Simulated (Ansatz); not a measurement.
A made-up structure of Al2H2O, singlet:

```
5
angstrom
O -0.6032 0.3254 0.7006
Al -0.3850 -1.1312 -0.2119
Al 0.7421 0.9385 -0.2028
H -1.1983 -2.4926 -0.1535
H -0.0994 -2.3577 -1.0630
```

It is relaxed with PBE-D4/def2-SVP and then PBE0-D4/def2-TZVP (Ansatz 0.2.0). Atoms count as bonded within 1.22 times the sum of their covalent radii (H–H: 0.88 Å). The end point is not checked to be a true minimum.

Q: Does its bonding change? (A judgement: the text doesn't fix the answer.)

A: By the calculation: Yes. Formed: none; broken: Al2–Al3.

Where it ends: The first stage lowers the energy by 3.44 eV in 13 steps. It ends as Al₂H₂O ([Al][O][AlH2]):
O1  (-0.025, -0.027, 0.010)
Al2  (-0.515, -1.609, -0.328)
Al3  (0.467, 1.560, 0.349)
H4  (-1.747, -2.209, 0.463)
H5  (0.277, -2.432, -1.425)
(Å)

Labels in which every atom is bracketed show which atoms are joined, not bond orders.

For scale, one of the runs: PBE0-D4/def2-TZVP relaxation, 117 basis functions, launched by `ansatz run in.yaml --threads 2 --pin off --events-out ev --progress --plain --max-ram 4352MiB`. Hardware: 2 CPU threads of an Intel Xeon 6975P-C, shared host. Wall time about 3.4 s.
